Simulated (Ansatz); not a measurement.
The input, for Ansatz 0.2.0:

```yaml
crystal:
  periodic: [false, false, false]
  atoms:
    - {symbol: Si, position_ang: [0.000000, 0.000000, 0.000000]}
    - {symbol: Cl, position_ang: [0.000000, 0.000000, 1.856000]}
basis:
  gaussian: {orbitals: 6-31G}
magnetization: {spin_polarized: false, initial_magnetization: 1}
correlation: {method: ccsdtq, electrons: outside_noble_gas}
```

```sh
$ ansatz run in.yaml --threads 1 --pin off --events-out ev --progress --plain --max-ram 2393MiB
```

(1) Roughly how long does this take on 1 thread of AMD EPYC 9R45, shared host, and how much host memory?

```
495 factors; integrals over basis functions are off by at most 5.7e-8 eV
mean field evaluation 1: about -20361.7199 eV, gradient 7.4e0 eV
mean field evaluation 2: about -20361.7236 eV, gradient 7.4e0 eV
mean field evaluation 4: about -20362.0668 eV, gradient 7.8e-1 eV
mean field evaluation 8: about -20362.0710 eV, gradient 6.4e-6 eV
mean field evaluation 16: about -20362.0708 eV, gradient 1.4e-1 eV
mean field evaluation 32: about -20362.0727 eV, gradient 4.0e-2 eV
mean field -20362.07100263 eV, -748.2923074392 hartree, gradient 1.5e-6 eV, S^2 0.750000; 2 other end points of the search recorded, 0 dependent functions left out
mean field evaluation 64: about -20362.0937 eV, gradient 1.1e-1 eV
10 core orbitals not correlated: weight in the atoms' cores, before any rotation towards them, 1.000 or more for the frozen orbitals, at most 0.000 for the correlated occupied ones
reference -20362.07100263 eV, -748.2923074392 hartree; 6, 5 occupied and 10, 11 virtual orbitals, 495 factors
second order -1.82434967 eV of doubles, -0.01269711 eV of singles
cycle   1  -2.07102759 eV  change   -2.3e-1 eV  update   6.9e-2
cycle   2  -2.22031297 eV  change   -1.5e-1 eV  update   2.9e-2
cycle   3  -2.28399144 eV  change   -6.4e-2 eV  update   1.6e-2
cycle   4  -2.28787326 eV  change   -3.9e-3 eV  update   4.3e-3
cycle   5  -2.28697965 eV  change    8.9e-4 eV  update   2.1e-3
cycle   6  -2.28762269 eV  change   -6.4e-4 eV  update   9.2e-4
cycle   7  -2.28753962 eV  change    8.3e-5 eV  update   4.3e-4
cycle   8  -2.28744470 eV  change    9.5e-5 eV  update   1.9e-4
cycle   9  -2.28751742 eV  change   -7.3e-5 eV  update   9.4e-5
cycle  10  -2.28751584 eV  change    1.6e-6 eV  update   4.1e-5
cycle  11  -2.28751881 eV  change   -3.0e-6 eV  update   1.4e-5
cycle  12  -2.28752275 eV  change   -3.9e-6 eV  update   6.0e-6
cycle  13  -2.28752219 eV  change    5.7e-7 eV  update   2.8e-6
cycle  14  -2.28752210 eV  change    8.8e-8 eV  update   1.4e-6
cycle  15  -2.28752276 eV  change   -6.6e-7 eV  update   6.4e-7
Total energy: -20364.35852539 eV, -748.3763723502 hartree
```

For the same geometry and basis full CI lies 0.3 meV higher.

Results:

(1) 27 s wall and 0.49 GiB.
